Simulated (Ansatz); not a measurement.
We consider bcc Li, described by r²SCANh (plane waves, PAW; Ansatz, a program for electronic structure).

Run with plane-wave cutoff 520 eV, 14×14×14 k mesh, Fermi–Dirac smearing 0.05 eV, scalar-relativistic PAW data made under PBE.

Results at a series of volumes:

```json
[
 {"V (Å³/atom)": "20.018", "E − E_lowest (meV/atom)": "2.62", "P (GPa)": "0.776"},
 {"V (Å³/atom)": "20.375", "E − E_lowest (meV/atom)": "1.19", "P (GPa)": "0.511"},
 {"V (Å³/atom)": "21.071", "E − E_lowest (meV/atom)": "0.00", "P (GPa)": "0.047"},
 {"V (Å³/atom)": "21.598", "E − E_lowest (meV/atom)": "0.36", "P (GPa)": "-0.262"},
 {"V (Å³/atom)": "22.125", "E − E_lowest (meV/atom)": "1.69", "P (GPa)": "-0.541"}
]
```

Q: Estimate the bulk modulus and its pressure derivative from these points.

A: V0 = 21.148 Å³/atom, B0 = 12.9 GPa, B′ = 3.3 (fit to the energies at full precision).

Measured, for comparison: bulk modulus 13.8 GPa (corrected for temperature and zero-point phonon effects, our sources range from 13.1 to 13.9; as tabulated in Levämäki et al. (2014), arXiv:1402.3671); equilibrium volume per atom 20.51 Å³/atom (low-temperature or extrapolated to 0 K; zero-point anharmonic expansion removed; as tabulated in Csonka et al. (2009), arXiv:0903.4037). Computed (rounded) less measured: bulk modulus -7 % (-2 % to -7 % over the range), equilibrium volume per atom +3.1 %.

Static lattice: no zero-point or thermal effects.
